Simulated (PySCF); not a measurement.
Atoms are numbered as in `[NH3+:1][O-:2]` (H(Xn): hydrogen on atom n).

Geometry: PBE0-D3(BJ)/def2-SVP; GIAO shifts from PySCF, gas phase, non-relativistic, averaged over equivalent atoms.

At PBE0/pcSseg-1 (49 basis functions, 1.6 s wall time on 1 thread of an Arm Neoverse V1, shared host):
| atoms | δ (ppm) |
| --- | --- |
| N1 | 133.0 |
| O2 | 141.7 |
| H(N1) | 7.04 |

Shifts are taken against calculated references (same method and geometry level): NH3 for ¹⁵N (σref 265.67); ¹⁷O (σref 334.56) vs H2O; ¹H (σref 31.27) vs TMS.

What do these become at KT2/pcSseg-2?

## Answers


```
atoms  δ at KT2/pcSseg-2  change
   N1              130.7    -2.3
   O2              125.9   -15.8
H(N1)               8.19   +1.15
```

Scale: NH3 for ¹⁵N (σref 260.12); ¹⁷O (σref 324.36) against H2O; ¹H (σref 31.18) vs TMS (reference shieldings calculated alike).

The largest change is at O2 (oxygen bonded to N). Cost: 114 basis functions, 4.2 s wall time on 1 thread of an Arm Neoverse V1, shared host.

Experimental scales use liquid or dissolved standards, which lie at an offset from isolated NH3 (liquid NH3: subtract about 20 ppm) and H2O (liquid H2O: subtract about 36 ppm).
